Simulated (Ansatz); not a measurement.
A run for Ansatz (an electronic-structure program): R-BLYP/def2-TZVPPD on HCl (SMILES Cl) with ghost functions. Files ending in .json are basis or fitting sets from the Basis Set Exchange.

Ansatz 0.2 input:
```yaml
crystal:
  periodic: [false, false, false]
  atoms:
    - {symbol: Cl, position_ang: [1.86082400, -0.06541100, -0.00006800]}
    - {symbol: H, position_ang: [1.75394100, 1.21098100, 0.00034100]}
basis:
  gaussian:
    orbitals: def2-TZVPPD.json
    ghost_atoms:
      - {symbol: Cl, position_ang: [-1.92526600, 0.00557100, -0.00009700]}
      - {symbol: H, position_ang: [-0.65842700, -0.19370300, 0.00247600]}
hamiltonian:
  xc: {name: BLYP}
scf: {lower_state_search: off}
```

It printed:

```
WARN ansatz: RAYON_NUM_THREADS=2 ignored (pool sized by the plan → 2); use --threads N
Functional definition: BLYP
these checks for a lower state are left out or cut short: stability, starts, cluster_reference, orbital_swaps, neighbouring_geometries, increment
integrals: 0.05 GiB planned
758 factors; their error is unknown
mean field: 0.34 GiB planned
mean field evaluation 1: about -12539.0597 eV, gradient 1.3e1 eV
mean field evaluation 2: about -12538.9439 eV, gradient 1.6e1 eV
mean field evaluation 4: about -12539.4501 eV, gradient 6.4e-1 eV
mean field evaluation 8: about -12539.4432 eV, gradient 2.4e-3 eV
mean field -12539.44324239 eV, -460.8160396181 hartree, gradient 1.6e-6 eV, S^2 0.000000; 0 other end points of the search recorded, 0 dependent functions left out
reference -12539.44352620 eV, -460.8160500479 hartree; 9, 9 occupied and 127, 127 virtual orbitals, 758 factors
Total energy: -12539.44352620 eV, -460.8160500479 hartree
Checks for a lower state left out: stability, starts, cluster_reference, orbital_swaps, neighbouring_geometries, increment
```

The run converged.

Cost: roughly 0.5 core-seconds.
